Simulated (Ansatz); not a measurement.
## [H···H···Cl], doublet: transfer scan

Starting geometry:

```csv
atom,x (Å),y (Å),z (Å)
H,0.0000,0.0000,-1.1410
H,0.0000,0.0000,-0.3960
Cl,0.0000,0.0000,1.5370
```

From there H2 is moved from one fragment to the other while all else, the fragments' distance too, stays fixed, so the hump isn't the reaction's barrier; atoms are numbered as listed. Energies are in kJ/mol, counted from the starting geometry at the same level. Kohn–Sham curves are unrestricted where that lies lower.

Basis cc-pVDZ; Ansatz 0.2.0. Only valence electrons are correlated (noble-gas cores frozen). Prefix R: restricted or restricted open-shell reference.

Full CI is exact within this basis and frozen core; it isn't the basis-set limit.

```
distance H1-H2 (Å)  full CI  curve A  curve B  curve C  curve D
             0.693      7.6      7.6      9.6     14.3      2.2
             0.745      0.0      0.0      0.0      0.0      0.0
             0.828      5.8      5.8      1.9     -5.9     16.5
             0.912     22.1     22.1     13.9     -1.1     47.4
             0.995     37.6     37.6     26.0      5.6     80.9
             1.078     44.6     44.6     31.4      9.0     91.7
             1.161     40.3     40.4     27.9      7.2     68.6
             1.245     28.6     28.6     18.8      2.1     40.5
             1.328     17.5     17.6     11.1     -0.8     17.9
```

The curves come from PBE, RCCSDT(Q), RHF, wB97M-V. Compare each with full CI and say which is which.

A: RCCSDT(Q), B: wB97M-V, C: PBE, D: RHF. Spread of the error against full CI, over the points where both stand: A 0.0, B 15.2, C 42.3, D 52.5 kJ/mol. 

In so small a basis the reference is far from its limit while semilocal and hybrid functionals are nearer theirs, so the functionals' errors here hold much of the reference's basis and frozen-core error, which can add to them or hide them.
